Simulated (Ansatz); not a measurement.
Input (CCSDT(Q)/cc-pV(D+d)Z; Ansatz, an electronic-structure program): A basis named .json is the Basis Set Exchange file of that set.

Ansatz 0.2 input:
```yaml
crystal:
  periodic: [false, false, false]
  atoms:
    - {symbol: C, position_ang: [1.29905505, 0.20992526, 0.67631031]}
    - {symbol: S, position_ang: [0.01653941, 0.27387154, -0.55824377]}
    - {symbol: C, position_ang: [-1.32458073, -0.63259783, 0.18524080]}
    - {symbol: H, position_ang: [1.55446561, -0.83590486, 0.87143492]}
    - {symbol: H, position_ang: [2.15817562, 0.75383318, 0.28948127]}
    - {symbol: H, position_ang: [0.92992505, 0.66682526, 1.59925397]}
    - {symbol: H, position_ang: [-0.98932341, -1.65038616, 0.40557920]}
    - {symbol: H, position_ang: [-2.15128933, -0.63980505, -0.52190956]}
    - {symbol: H, position_ang: [-1.61343009, -0.14047157, 1.11875384]}
basis:
  gaussian:
    orbitals: cc-pV_D+d_Z.json
total_charge: 1
magnetization: {spin_polarized: true, initial_magnetization: 1}
correlation: {method: ccsdt_q, electrons: outside_noble_gas}
```

Output:

```
Functional definition: HF
integrals: 0.16 GiB planned
1567 factors; integrals over basis functions are off by at most 2.1e-7 eV
mean field: 0.40 GiB planned
mean field evaluation 1: about -12962.9270 eV, gradient 2.1e1 eV
mean field evaluation 2: about -12963.0160 eV, gradient 2.1e1 eV
mean field evaluation 4: about -12965.7124 eV, gradient 2.4e0 eV
mean field evaluation 8: about -12965.7958 eV, gradient 2.5e-1 eV
mean field evaluation 16: about -12965.2081 eV, gradient 8.4e0 eV
mean field evaluation 32: about -12963.2387 eV, gradient 1.7e-2 eV
mean field -12965.79701267 eV, -476.4842516826 hartree, gradient 5.8e-6 eV, S^2 0.764208; 1 other end points of the search recorded, 0 dependent functions left out
determinant -12965.79701267 eV, -476.4842516826 hartree, with singles and doubles -12978.06836368 eV, -476.9352155144 hartree
determinant -12963.23867406 eV, -476.3902344729 hartree, with singles and doubles -12975.54982826 eV, -476.8426610450 hartree
7 core orbitals not correlated
reference -12965.79701267 eV, -476.4842516826 hartree; 10, 9 occupied and 64, 65 virtual orbitals, 1567 factors
second order -10.87491931 eV of doubles, -0.00000000 eV of singles
coupled cluster: 6.11 GiB planned
cycle   1  -11.84097123 eV  change   -9.7e-1 eV  update   9.0e-2
cycle   2  -12.47419515 eV  change   -6.3e-1 eV  update   3.6e-2
cycle   3  -12.68373295 eV  change   -2.1e-1 eV  update   1.9e-2
cycle   4  -12.65990328 eV  change    2.4e-2 eV  update   6.6e-3
cycle   5  -12.65945146 eV  change    4.5e-4 eV  update   4.0e-3
cycle   6  -12.66215094 eV  change   -2.7e-3 eV  update   1.4e-3
cycle   7  -12.66162309 eV  change    5.3e-4 eV  update   6.0e-4
cycle   8  -12.66165098 eV  change   -2.8e-5 eV  update   2.3e-4
cycle   9  -12.66174444 eV  change   -9.3e-5 eV  update   9.2e-5
cycle  10  -12.66167679 eV  change    6.8e-5 eV  update   3.4e-5
cycle  11  -12.66167162 eV  change    5.2e-6 eV  update   1.5e-5
cycle  12  -12.66168711 eV  change   -1.5e-5 eV  update   6.6e-6
cycle  13  -12.66169818 eV  change   -1.1e-5 eV  update   3.2e-6
cycle  14  -12.66170277 eV  change   -4.6e-6 eV  update   1.5e-6
cycle  15  -12.66170334 eV  change   -5.6e-7 eV  update   7.2e-7
perturbative correction -0.02078497 eV, -0.0007638335 hartree
Total energy: -12978.47950097 eV, -476.9503245313 hartree
```
